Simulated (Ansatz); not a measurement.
Predict the output of the script below (the Python package of Ansatz (0.2.0)).

Script `h5n2si_composite.py`:
```python
import itertools

import ansatz as az
from ase.data import atomic_numbers, covalent_radii
import numpy as np

GEOMETRY = """
N    -1.20650    0.09590    0.45540
Si    0.27210    0.48570   -0.30660
N     0.81230   -1.06610    0.04230
H    -1.76050    0.99270    0.35390
H     0.14360    0.65150   -1.78220
H     1.03500    1.51680    0.45030
H     0.66920   -1.11330    1.05760
H     0.12700   -1.62040   -0.32640
"""

mol = az.Crystal.molecule()
for line in GEOMETRY.strip().splitlines():
    symbol, *xyz = line.split()
    mol = mol.atom(symbol, [float(v) for v in xyz])

model = (
    mol.calculation()
    .basis(gaussian="def2-SVP")
    .functional("b3lyp")
    .spin("collinear", total=1)
)
symbols = [site.symbol for site in mol.cartesian_sites]
start = np.array([site.position_ang for site in mol.cartesian_sites], dtype=float)
report = model.relax(force_tolerance=0.01).run(threads=1, backend="cpu").report
end = np.array(report["positions_ang"])
radius = [covalent_radii[atomic_numbers[s]] for s in symbols]
span = lambda where, i, j: np.linalg.norm(where[i] - where[j])
bonded = [(i, j) for i, j in itertools.combinations(range(len(symbols)), 2) if min(span(start, i, j), span(end, i, j)) < 1.2 * (radius[i] + radius[j])]
print("pair        before    after (A)")
for i, j in bonded:
    print(f"{symbols[i]}{i}-{symbols[j]}{j}".ljust(10), f"{span(start, i, j):8.4f} {span(end, i, j):8.4f}")
for first, second in list(itertools.combinations(bonded, 2)):
    shared = set(first) & set(second)
    if shared and symbols[(j := shared.pop())] != "H":
        i, k = sorted((set(first) | set(second)) - {j})
        u, v = end[i] - end[j], end[k] - end[j]
        angle = np.degrees(np.arccos(np.clip(u @ v / np.linalg.norm(u) / np.linalg.norm(v), -1, 1)))
        print(f"final angle {symbols[i]}{i}-{symbols[j]}{j}-{symbols[k]}{k}: {angle:.2f} deg")

minimum = az.Crystal.molecule()
for symbol, place in zip(symbols, end):
    minimum = minimum.atom(symbol, place.tolist())
at_minimum = minimum.calculation().spin("collinear", total=1)
level = lambda method, basis: at_minimum.basis(gaussian=basis).correlation(method).run(threads=1, backend="cpu").report
small, large, cluster = level("mp2", "cc-pVDZ"), level("mp2", "cc-pVTZ"), level("ccsd_t", "cc-pVDZ")
corr = lambda each: (each["free_energy_ev"] - each["reference_energy_ev"]) / 27.211386246
mp2_limit = (27 * corr(large) - 8 * corr(small)) / 19
pieces = {"HF / cc-pVTZ": large["reference_energy_ev"] / 27.211386246, "MP2 correlation, DZ-TZ limit": mp2_limit, "CCSD(T) - MP2 / cc-pVDZ": corr(cluster) - corr(small)}
for name, value in pieces.items():
    print(f"{name:32s} {value:14.6f} Ha")
print(f"{'sum':32s} {sum(pieces.values()):14.6f} Ha")
print("T1 diagnostic", round(cluster["correlation"]["coupled_cluster"]["t1_diagnostic"], 4))
```

```console
$ python h5n2si_composite.py
pair        before    after (A)
N0-Si1       1.7085   1.7693
N0-H3        1.0590   1.0320
Si1-N2       1.6798   1.7245
Si1-H4       1.4904   1.4967
Si1-H5       1.4893   1.4967
N2-H6        1.0264   1.0163
N2-H7        0.9554   1.0163
final angle Si1-N0-H3: 112.00 deg
final angle N0-Si1-N2: 115.14 deg
final angle N0-Si1-H4: 107.85 deg
final angle N0-Si1-H5: 107.75 deg
final angle N2-Si1-H4: 107.51 deg
final angle N2-Si1-H5: 107.61 deg
final angle Si1-N2-H6: 119.65 deg
final angle Si1-N2-H7: 119.55 deg
final angle H4-Si1-H5: 111.01 deg
final angle H6-N2-H7: 110.32 deg
HF / cc-pVTZ                        -400.803852 Ha
MP2 correlation, DZ-TZ limit          -0.557709 Ha
CCSD(T) - MP2 / cc-pVDZ               -0.054172 Ha
sum                                 -401.415733 Ha
T1 diagnostic 0.013
```

Total energies depend on the basis set; only differences at equal settings carry meaning. The sum leaves out core correlation, relativity, the Hartree-Fock basis error and zero-point energy; a DZ-TZ extrapolation is rough. The run takes the species as open-shell (spin multiplicity 2), which needn't be its ground state. b3lyp holds the VWN-RPA fit, as in Gaussian; the form of ORCA and Turbomole is b3lyp5. Inner cores stay frozen, so this is valence correlation. For Al to Cl the sets with a tight d function, cc-pV(X+d)Z, are usual. It ran for 52 s on 1 thread of Arm Neoverse V1 (shared host), peak memory 0.4 GiB.
